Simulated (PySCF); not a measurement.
Atomization energy of OF₂, singlet, from cheap to dear

Geometry (MP2(full)/6-31G*, from the G2/97 set):

```csv
atom,x (Å),y (Å),z (Å)
F,0.0000,1.1106,-0.2636
O,0.0000,0.0000,0.6260
F,0.0000,-1.1106,-0.2636
```

Measured, as an electronic atomization energy: 388.7 kJ/mol (G2/97 heats of formation of molecule and atoms, with zero-point and thermal terms from B3LYP taken off; Curtiss et al., J. Chem. Phys. 106, 1063 (1997), Staroverov et al., J. Chem. Phys. 119, 12129 (2003)). The measured value holds scalar relativity and spin–orbit coupling, which all computed ones lack, and core correlation, which the wave-function levels lack. Atoms are taken at the same level; beside RHF, RMP2 and RCC rows they are unrestricted. PySCF 2.14.0; the 6-31G* set has Cartesian d functions; a miss is computed less measured; times are wall times on shared hosts and scatter by a factor of two or so; they hold the correlated step alone (with one SCF for RCCSD(T)), and functionals start from a converged Hartree–Fock density. B3LYP has the VWN-RPA form, and B2PLYP's MP2 part freezes the cores. A small miss in a small set is a cancellation of the method's error against the basis error.

```tsv
level	basis	miss (kJ/mol)	time of the run	hardware
RCCSD(T)	STO-3G	-5.2	0.14 s	1 CPU thread
UHF	6-31G	-689.8	0.34 s	1 CPU thread
RCCSD(T)	6-31G	-222.9	0.35 s	1 CPU thread
full CI	STO-3G	-2.9	0.75 s	1 CPU thread
UHF	cc-pVDZ	-599.0	0.79 s	1 CPU thread
UHF	6-31G*	-566.6	0.83 s	1 CPU thread
RHF	6-31G*	-570.4	0.83 s	1 CPU thread
UCCSD(T)	6-31G	-226.4	0.96 s	1 CPU thread
RCCSD(T)	cc-pVDZ	-107.1	1.4 s	1 CPU thread
RCCSD(T)	6-31G*	-62.9	1.7 s	1 CPU thread
PBE0	6-31G	-115.5	2.3 s	1 CPU thread
B3LYP	6-31G	-89.9	2.3 s	1 CPU thread
PBE	cc-pVDZ	132.1	2.9 s	1 CPU thread
PBE0	cc-pVDZ	-22.8	3.5 s	1 CPU thread
PBE0	6-31G*	7.6	3.5 s	1 CPU thread
r2SCAN	6-31G	-63.7	3.6 s	1 CPU thread
B3LYP	cc-pVDZ	0.6	3.7 s	1 CPU thread
B3LYP	6-31G*	25.7	3.8 s	1 CPU thread
B2PLYP	cc-pVDZ	-46.7	3.8 s	1 CPU thread
SPW92	cc-pVTZ	329.3	5.3 s	1 CPU thread
r2SCAN	cc-pVDZ	20.1	6.1 s	1 CPU thread
r2SCAN	6-31G*	45.9	6.5 s	1 CPU thread
UCCSD(T)	cc-pVDZ	-109.8	6.9 s	1 CPU thread
BLYP	cc-pVTZ	98.4	7.9 s	1 CPU thread
PBE	cc-pVTZ	135.9	7.9 s	1 CPU thread
PBE0	cc-pVTZ	-6.4	9.2 s	1 CPU thread
UCCSD(T)	6-31G*	-65.0	9.4 s	1 CPU thread
B3LYP	cc-pVTZ	6.0	9.5 s	1 CPU thread
BHLYP	cc-pVTZ	-159.3	11 s	1 CPU thread
wB97M-V	6-31G	-94.7	13 s	1 CPU thread
CAM-B3LYP	cc-pVTZ	6.4	15 s	1 CPU thread
wB97M-V	cc-pVDZ	2.2	16 s	1 CPU thread
r2SCAN	cc-pVTZ	32.9	18 s	1 CPU thread
RCCSD(T)	cc-pVTZ	-35.8	25 s	1 CPU thread
wB97X-V	cc-pVTZ	12.4	26 s	1 CPU thread
wB97M-V	cc-pVTZ	11.5	36 s	1 CPU thread
UCCSDT	6-31G	-222.7	2.2 min	1 CPU thread
UCCSD(T)	cc-pVTZ	-38.7	3 min	1 CPU thread
RCCSD(T)	cc-pVQZ	-17.5	5.6 min	1 CPU thread
RCCSDT(Q)	cc-pVDZ	-99.8	6.5 min	1 CPU thread
```

HF's time is that of a plain UHF run.

The smallest set from which on each level stays within 1 kcal/mol of its own cc-pVQZ value: RHF 6-31G*; UHF 6-31G*; RMP2 none (cc-pVTZ is 4.9 kcal/mol off); RCCSD(T) none (cc-pVTZ is 4.4 kcal/mol off).
